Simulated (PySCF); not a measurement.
Molecule: `InChI=1S/C4H6/c1-3-4-2/h1H,4H2,2H3`.

Cartesian coordinates in Å; atom numbers follow the order of the lines, from 1:
```xyz
10

C     2.298    0.045    0.185
C     1.128   -0.269    0.183
C    -0.287   -0.621    0.171
C    -1.194    0.526   -0.269
H     3.337    0.318    0.189
H    -0.574   -0.963    1.181
H    -0.429   -1.492   -0.492
H    -2.248    0.210   -0.261
H    -0.943    0.857   -1.287
H    -1.089    1.391    0.401
```

Geometry PBE0-D3(BJ)/def2-SVP throughout; GIAO in PySCF 2.14, gas phase, one conformer, non-relativistic; equivalent atoms averaged; basis pcSseg-2.

For orientation, B97-D gives these shifts δ (against TMS at the same level): C2 86.3, C1 66.4, C4 17.2, C3 17.6, H5 1.55, H6/H7 2.37, H8/H9/H10 1.16 ppm.

A run gave: C2 91.7, C1 74.0, C4 16.1, C3 15.6, H5 1.63, H6/H7 2.24, H8/H9/H10 1.11 ppm (shifts δ (against TMS at the same level)).

Which functional was used in that run?
A. LC-wPBE
B. PBE0
C. B97-2
D. HF
E. BLYP

Results:

B. C1 tells them apart best: PBE0 gives 74.0, HF gives 76.6, B97-2 gives 71.1, LC-wPBE gives 80.6, BLYP gives 67.6 ppm.
